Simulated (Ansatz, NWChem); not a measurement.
**CO (carbon monoxide): from total energies to a heat of formation**

The species is CO (2 atoms), meant as a singlet with charge 0. As SMILES, `[C-]#[O+]`. Geometry: relaxed at PBE0-D4/def2-TZVP.

| atom | x (Å) | y (Å) | z (Å) |
| --- | --- | --- | --- |
| C | 0.4799 | -0.1551 | 0.2472 |
| O | -0.4799 | 0.1551 | -0.2472 |

Total energies at CCSD/aug-cc-pVTZ, 2 core orbitals frozen (NWChem 7.3.0); the atoms run unrestricted:

| species | state | energy (Eh) |
| --- | --- | --- |
| CO | singlet | -113.144452 |
| C | triplet | -37.779653 |
| O | triplet | -74.975522 |

Harmonic wavenumbers at PBE0-D4/def2-TZVP, in cm⁻¹: 2240.

Measured heats of formation of the gaseous atoms at 298.15 K, in kJ/mol: C 716.9, O 249.2. Spin-orbit lowering of the atoms at 298 K (mean of the ground term's levels less their thermal mean, from spectra), in kJ/mol: C 0.02, O 0.40. Take 1 Eh = 2625.50 kJ/mol, 1 cm⁻¹ = 0.0119627 kJ/mol, RT = 2.479 kJ/mol.

Q: Work out the heat of formation of the gas at 298 K.

A: 
1. Electronic atomisation energy: (-37.779653) + (-74.975522) − (-113.144452) = 0.389277 Eh = 1022.0 kJ/mol.
2. Zero-point energy: half the sum of the wavenumbers, 1120 cm⁻¹ = 13.4 kJ/mol.
3. Thermal vibrational enthalpy, Σ hcν̃/(exp(hcν̃/kT) − 1): 0.0 kJ/mol. Translation, rotation and pV of a linear molecule: 3.5 RT = 8.7 kJ/mol.
4. The 2 free atoms carry 5/2 RT each: 12.4 kJ/mol.
5. Spin-orbit coupling lowers the free atoms by 0.02 + 0.40 = 0.4 kJ/mol.
6. Atomisation enthalpy at 298 K: 1022.0 − 0.4 − 13.4 − 0.0 − 8.7 + 12.4 = 1011.9 kJ/mol.
7. Sum of the atoms' heats of formation: 966.1 kJ/mol. Heat of formation: 966.1 − 1011.9 = -45.8 kJ/mol.

The tabulated value is -110.5 kJ/mol (Active Thermochemical Tables), so this level is off by +64.7 kJ/mol, or 6.0 % of the atomisation enthalpy. Coupled cluster needs large bases for atomisation: in a finite one the molecule is underbound. Anharmonicity and any spin-orbit splitting of the molecule are left out, and so is core correlation.
